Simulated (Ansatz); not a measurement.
Antifluorite Mg2Sn was calculated with PBE0 (plane waves, PAW; Ansatz, an electronic-structure program).

Numerical settings: plane-wave cutoff 460 eV, 6×6×6 k mesh, Fermi–Dirac smearing 0.01 eV, scalar-relativistic PAW data made under PBE.

Equation-of-state points:

| V (Å³/atom) | E − E_lowest (meV/atom) | P (GPa) |
|---|---|---|
| 24.465 | 10.21 | 2.641 |
| 25.109 | 2.45 | 1.244 |
| 25.846 | 0.00 | -0.147 |
| 26.397 | 2.11 | -1.066 |
| 27.041 | 8.36 | -2.020 |

Q: What bulk modulus B0 and pressure derivative B′ does a third-order Birch–Murnaghan fit give?

A: V0 = 25.763 Å³/atom, B0 = 46.1 GPa, B′ = 4.1 (fit to the energies at full precision).

Measured, for comparison: equilibrium volume per atom 25.82 Å³/atom (temperature not stated, no zero-point or thermal correction; as tabulated in Freccero, Grin, Wagner, Dalton Trans. (2023), ESI). Computed (rounded) less measured: equilibrium volume per atom -0.2 %.

Spin–orbit coupling is not included.

The computed numbers hold no vibrational or temperature effects.

Cost on a shared machine: very roughly 12 core-minutes.
